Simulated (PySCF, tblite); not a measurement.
# B₂NH₅: dynamics, then NMR shifts and electronic excitations on frames, part 2 of 2

tblite 0.8.0 and PySCF 2.14.0. Atoms count from 0.

## (9) NMR shieldings: 800 fs, PBE0/pcSseg-1

Job settings and geometry (Å):

```
{"job": {"kind": "nmr", "xc": "PBE0", "basis": "pcSseg-1", "pop": false}, "charge": 0, "multiplicity": 1}
B     -0.076300    -0.343000     0.327400
N     -0.921800    -0.679300    -0.711900
B     -0.522200    -1.193200    -1.997800
H     -0.466000     0.294400     1.307000
H      1.115000    -0.451000     0.240000
H     -1.908700    -0.501600    -0.496400
H     -1.370900    -1.666500    -2.655300
H      0.587800    -1.057900    -2.311500
```

Level: GIAO PBE0/pcSseg-1 NMR shielding, non-relativistic, gas phase.

Log:

```text
coarse grid: 6336 points
cycle   1  E = -107.3007621748  dE =  3.906e-02  |g| = 2.807e-01  |ddm| = 2.190e+00
cycle   2  E = -107.2964042661  dE =  4.358e-03  |g| = 3.391e-01  |ddm| = 4.271e-01
cycle   3  E = -107.3206443215  dE = -2.424e-02  |g| = 5.142e-02  |ddm| = 2.220e-01
cycle   4  E = -107.3212621113  dE = -6.178e-04  |g| = 1.041e-02  |ddm| = 4.429e-02
cycle   5  E = -107.3212907296  dE = -2.862e-05  |g| = 1.597e-03  |ddm| = 9.955e-03
cycle   6  E = -107.3212914965  dE = -7.669e-07  |g| = 4.988e-04  |ddm| = 2.295e-03
final grid: 60272 points
cycle   7  E = -107.3349283482  dE = -1.982e-05  |g| = 5.662e-03  |ddm| = 1.358e-02
cycle   8  E = -107.3349224210  dE =  5.927e-06  |g| = 7.930e-03  |ddm| = 8.779e-03
cycle   9  E = -107.3349358438  dE = -1.342e-05  |g| = 6.457e-04  |ddm| = 4.716e-03
cycle  10  E = -107.3349359582  dE = -1.143e-07  |g| = 7.024e-05  |ddm| = 5.598e-04
cycle  11  E = -107.3349359593  dE = -1.171e-09  |g| = 1.582e-05  |ddm| = 7.139e-05
cycle  12  E = -107.3349359594  dE = -5.792e-11  |g| = 5.648e-06  |ddm| = 1.783e-05
converged SCF energy = -107.3349359594

GIAO shielding tensors (ppm)
atom      isotropic    diamagn.    paramagn.     s11        s22        s33       span
  0 B       49.177     198.633    -149.456      5.143     26.951    115.437    110.294
  1 N       70.339     321.442    -251.103    -95.779     65.666    241.129    336.908
  2 B       44.616     194.155    -149.539     -6.118     24.899    115.066    121.185
  3 H       25.394      30.253      -4.859     23.759     25.982     26.442      2.683
  4 H       25.780      31.361      -5.580     23.934     26.558     26.848      2.913
  5 H       23.515      30.236      -6.720     20.974     24.358     25.214      4.241
  6 H       25.969      28.630      -2.662     23.645     26.951     27.310      3.665
  7 H       25.954      30.258      -4.304     23.229     27.158     27.476      4.247
```

It took 2 s on 1 thread of Arm Neoverse V1, shared host; peak memory 0.44 GiB.

In short: δ B2 55.5, B0 50.9, N1 197.4, H5 8.20, H3 6.32 ppm.

## (10) Ultraviolet spectrum: 800 fs, PBE0/def2-SVPD

Same as in step 9 but for these lines:

```diff
@@ -1,2 +1,2 @@
-{"job": {"kind": "nmr", "xc": "PBE0", "basis": "pcSseg-1", "pop": false}, "charge": 0, "multiplicity": 1}
+{"job": {"kind": "uv", "xc": "PBE0", "basis": "def2-SVPD", "nstates": 5, "ntriplets": 0}, "charge": 0, "multiplicity": 1}
 B     -0.076300    -0.343000     0.327400
```

Level: TDDFT PBE0/def2-SVPD, vertical, gas phase, core orbitals frozen in the response.

Log:

```text
coarse grid: 6336 points
cycle   1  E = -107.2400061719  dE =  1.840e-02  |g| = 2.762e-01  |ddm| = 3.848e+00
cycle   2  E = -107.2353436399  dE =  4.663e-03  |g| = 3.318e-01  |ddm| = 8.950e-01
cycle   3  E = -107.2595091387  dE = -2.417e-02  |g| = 4.993e-02  |ddm| = 3.002e-01
cycle   4  E = -107.2601056819  dE = -5.965e-04  |g| = 1.128e-02  |ddm| = 7.814e-02
cycle   5  E = -107.2601413564  dE = -3.567e-05  |g| = 1.498e-03  |ddm| = 2.220e-02
cycle   6  E = -107.2601420625  dE = -7.062e-07  |g| = 4.549e-04  |ddm| = 3.140e-03
final grid: 60272 points
cycle   7  E = -107.2737828167  dE = -1.829e-05  |g| = 5.336e-03  |ddm| = 7.458e-02
cycle   8  E = -107.2737768987  dE =  5.918e-06  |g| = 7.595e-03  |ddm| = 1.393e-02
cycle   9  E = -107.2737897705  dE = -1.287e-05  |g| = 5.367e-04  |ddm| = 6.050e-03
cycle  10  E = -107.2737898544  dE = -8.393e-08  |g| = 6.527e-05  |ddm| = 1.131e-03
cycle  11  E = -107.2737898555  dE = -1.122e-09  |g| = 1.606e-05  |ddm| = 1.615e-04
cycle  12  E = -107.2737898556  dE = -7.202e-11  |g| = 4.255e-06  |ddm| = 3.838e-05
converged SCF energy = -107.2737898556

Static polarisability (au): isotropic 38.606, principal 28.850 37.947 49.021

Singlet excitations
state   eV       nm        f      main configurations
  1   5.7207    216.7   0.00752   H->L 0.96
  2   6.2502    198.4   0.03156   H-1->L 0.88, H-2->L 0.08
  3   7.4311    166.8   0.24247   H-2->L 0.85, H-1->L 0.09
  4   7.5493    164.2   0.00091   H->L+1 0.88
  5   7.9896    155.2   0.03265   H-3->L 0.90
```

Run time: 2.7 s. Hardware: 1 thread of Arm Neoverse V1, shared host; peak memory 0.44 GiB.

This run: HOMO -8.78 eV, LUMO -1.45 eV; lowest singlet 5.72 eV.

## (11) NMR shieldings: 1000 fs, PBE0/pcSseg-1

Job settings and geometry (Å):

```
{"job": {"kind": "nmr", "xc": "PBE0", "basis": "pcSseg-1", "pop": false}, "charge": 0, "multiplicity": 1}
B     -0.710900    -0.607700     0.353300
N     -1.622700    -0.817600    -0.715300
B     -1.810500    -0.123100    -1.881100
H     -0.546000    -1.331700     1.270300
H      0.006600     0.374800     0.356000
H     -2.130100    -1.669600    -0.761700
H     -2.626800    -0.531200    -2.701100
H     -1.299700     0.904300    -1.992500
```

Level: GIAO PBE0/pcSseg-1 NMR shielding, non-relativistic, gas phase.

Log:

```text
coarse grid: 6336 points
cycle   1  E = -107.2995957653  dE =  9.092e-02  |g| = 2.911e-01  |ddm| = 2.198e+00
cycle   2  E = -107.2947750842  dE =  4.821e-03  |g| = 3.499e-01  |ddm| = 4.348e-01
cycle   3  E = -107.3204239459  dE = -2.565e-02  |g| = 4.874e-02  |ddm| = 2.240e-01
cycle   4  E = -107.3209802296  dE = -5.563e-04  |g| = 9.668e-03  |ddm| = 4.260e-02
cycle   5  E = -107.3210046856  dE = -2.446e-05  |g| = 1.666e-03  |ddm| = 9.478e-03
cycle   6  E = -107.3210055051  dE = -8.195e-07  |g| = 5.307e-04  |ddm| = 2.250e-03
final grid: 60272 points
cycle   7  E = -107.3351159056  dE = -2.088e-05  |g| = 5.555e-03  |ddm| = 1.395e-02
cycle   8  E = -107.3351108903  dE =  5.015e-06  |g| = 7.553e-03  |ddm| = 8.424e-03
cycle   9  E = -107.3351230407  dE = -1.215e-05  |g| = 6.217e-04  |ddm| = 4.462e-03
cycle  10  E = -107.3351231435  dE = -1.028e-07  |g| = 5.973e-05  |ddm| = 5.194e-04
cycle  11  E = -107.3351231443  dE = -8.593e-10  |g| = 1.733e-05  |ddm| = 6.660e-05
converged SCF energy = -107.3351231443

GIAO shielding tensors (ppm)
atom      isotropic    diamagn.    paramagn.     s11        s22        s33       span
  0 B       45.816     197.985    -152.170     -9.016     29.354    117.109    126.125
  1 N       82.266     317.581    -235.316    -80.901     67.368    260.330    341.230
  2 B       50.121     196.678    -146.557      5.637     29.362    115.364    109.728
  3 H       25.538      30.390      -4.852     22.782     26.842     26.988      4.206
  4 H       25.478      31.271      -5.793     23.516     26.376     26.543      3.027
  5 H       24.158      29.290      -5.131     20.788     25.450     26.237      5.449
  6 H       25.632      27.937      -2.305     24.177     26.027     26.692      2.515
  7 H       26.502      31.273      -4.771     24.558     27.339     27.608      3.050
```

Run time: 2 s. Hardware: 1 thread of Arm Neoverse V1, shared host; peak memory 0.44 GiB.

Key values: δ B0 54.3, B2 49.9, N1 185.5, H5 7.56, H4 6.24 ppm.

## (12) TDDFT and polarisability: 1000 fs, PBE0/def2-SVPD

Same as in step 11 but for these lines:

```diff
@@ -1,2 +1,2 @@
-{"job": {"kind": "nmr", "xc": "PBE0", "basis": "pcSseg-1", "pop": false}, "charge": 0, "multiplicity": 1}
+{"job": {"kind": "uv", "xc": "PBE0", "basis": "def2-SVPD", "nstates": 5, "ntriplets": 0}, "charge": 0, "multiplicity": 1}
 B     -0.710900    -0.607700     0.353300
```

Method: TDDFT PBE0/def2-SVPD, vertical, gas phase, core orbitals frozen in the response.

Log:

```text
coarse grid: 6336 points
cycle   1  E = -107.2388183598  dE =  6.987e-02  |g| = 2.859e-01  |ddm| = 4.216e+00
cycle   2  E = -107.2337457277  dE =  5.073e-03  |g| = 3.419e-01  |ddm| = 9.810e-01
cycle   3  E = -107.2592104327  dE = -2.546e-02  |g| = 4.716e-02  |ddm| = 3.138e-01
cycle   4  E = -107.2597435338  dE = -5.331e-04  |g| = 1.065e-02  |ddm| = 8.797e-02
cycle   5  E = -107.2597750075  dE = -3.147e-05  |g| = 1.543e-03  |ddm| = 2.231e-02
cycle   6  E = -107.2597757302  dE = -7.227e-07  |g| = 5.076e-04  |ddm| = 3.309e-03
final grid: 60272 points
cycle   7  E = -107.2739011254  dE = -1.844e-05  |g| = 5.268e-03  |ddm| = 7.209e-02
cycle   8  E = -107.2738960348  dE =  5.091e-06  |g| = 7.287e-03  |ddm| = 1.344e-02
cycle   9  E = -107.2739078604  dE = -1.183e-05  |g| = 5.241e-04  |ddm| = 6.124e-03
cycle  10  E = -107.2739079384  dE = -7.808e-08  |g| = 5.498e-05  |ddm| = 1.211e-03
cycle  11  E = -107.2739079392  dE = -7.729e-10  |g| = 1.751e-05  |ddm| = 1.415e-04
converged SCF energy = -107.2739079392

Static polarisability (au): isotropic 38.158, principal 28.289 37.408 48.778

Singlet excitations
state   eV       nm        f      main configurations
  1   5.9375    208.8   0.00006   H->L 0.86, H-1->L 0.11
  2   6.0955    203.4   0.00139   H-1->L 0.86, H->L 0.11
  3   7.4443    166.5   0.31001   H-2->L 0.97
  4   8.0185    154.6   0.02482   H->L+1 0.45, H-3->L 0.42
  5   8.1160    152.8   0.00533   H-1->L+1 0.76, H-3->L 0.12
```

Wall time 2.6 s (1 thread of Arm Neoverse V1, shared host); peak memory 0.44 GiB.

In short: HOMO -9.16 eV, LUMO -1.45 eV; lowest singlet 5.94 eV.

## (13) Side by side: NMR shifts

Shifts (ppm) of some atoms, chosen among heavy atoms and hydrogens apart, with basis size and wall time:

| frame | H7 | H6 | H3 | H4 | B2 | B0 | N1 | functions | time |
| --- | --- | --- | --- | --- | --- | --- | --- | --- | --- |
| 250 fs | 5.88 | 5.41 | 5.38 | 5.28 | 51.4 | 50.1 | 195.7 | 76 | 3.8 s |
| 425 fs | 5.62 | 5.18 | 6.19 | 5.09 | 45.8 | 55.9 | 204.2 | 76 | 2.1 s |
| 625 fs | 5.75 | 5.73 | 5.40 | 5.84 | 53.9 | 50.0 | 197.7 | 76 | 1.9 s |
| 800 fs | 5.76 | 5.75 | 6.32 | 5.94 | 55.5 | 50.9 | 197.4 | 76 | 2 s |
| 1000 fs | 5.22 | 6.08 | 6.18 | 6.24 | 49.9 | 54.3 | 185.5 | 76 | 2 s |

## (14) Run by run: electronic excitations

Excitations and ground-state properties, with basis size and wall time:

| frame | lowest singlet (eV) | brightest (eV) | f | gap (eV) | α (Å³) | μ (D) | functions | time |
| --- | --- | --- | --- | --- | --- | --- | --- | --- |
| 250 fs | 6.04 | 7.48 | 0.283 | 7.71 | 5.52 | 1.22 | 100 | 4.2 s |
| 425 fs | 5.81 | 7.20 | 0.267 | 7.41 | 5.63 | 1.25 | 100 | 2.7 s |
| 625 fs | 6.02 | 7.28 | 0.259 | 7.66 | 5.63 | 1.05 | 100 | 2.6 s |
| 800 fs | 5.72 | 7.43 | 0.242 | 7.33 | 5.72 | 1.29 | 100 | 2.7 s |
| 1000 fs | 5.94 | 7.44 | 0.310 | 7.71 | 5.65 | 1.31 | 100 | 2.6 s |

## (15) Outcome

What follows sums up all 2 parts.

| quantity | value |
| --- | --- |
| thermostat | 300 K |
| mean temperature, second half | 305 K |
| mean potential energy above the minimum | 0.25 eV |
| 1H shifts against TMS (PBE0/pcSseg-1, 250 fs) | 7.83, 5.88, 5.41, 5.38, 5.28 ppm |
| 11B shifts against BF3·OEt2 (PBE0/pcSseg-1, 250 fs) | 51.4, 50.1 ppm |
| 15N shifts against NH3 (PBE0/pcSseg-1, 250 fs) | 195.7 ppm |
| surface potential, 1st and 99th percentile | -0.36 V and 1.76 V |
| lowest singlet (PBE0/def2-SVPD, 250 fs) | 6.04 eV (205 nm), f = 0.005 |
| brightest single state of those computed | state 3, 7.48 eV, f = 0.283 |
| range of the shift of N1 | 185.5 to 204.2 ppm |
| range of the lowest singlet | 5.72 to 6.04 eV |

In words: In the second half the potential energy averages 0.25 eV above the minimum; equipartition over 18 harmonic modes at 300 K would give 0.23 eV. With 8 atoms the temperature swings widely (104 to 486 K). Shifts at one fixed geometry are not the observed spectrum, which averages over the motion. In the first frame run (250 fs): The widest tensor belongs to N1: span 355 ppm, with a paramagnetic part of -248 ppm. At PBE0/pcSseg-1, counted by nearest atom on the grid, the HOMO lies on H3 40 %; H4 25 %, the LUMO on B2 34 %; B0 26 %. The first singlet state (HOMO→LUMO 0.95) lies at 6.04 eV and is weak; of the 5 states computed, the strongest absorption comes from state 3 at 7.48 eV. In ppm, N1 moves most: its shift spreads over 18.8 ppm, from 185.5 (1000 fs) to 204.2 (425 fs). The lowest singlet runs from 5.72 eV (800 fs) to 6.04 eV (250 fs), while the orbital gap spans 7.33 to 7.71 eV. The lowest state need not be the same one in every run.
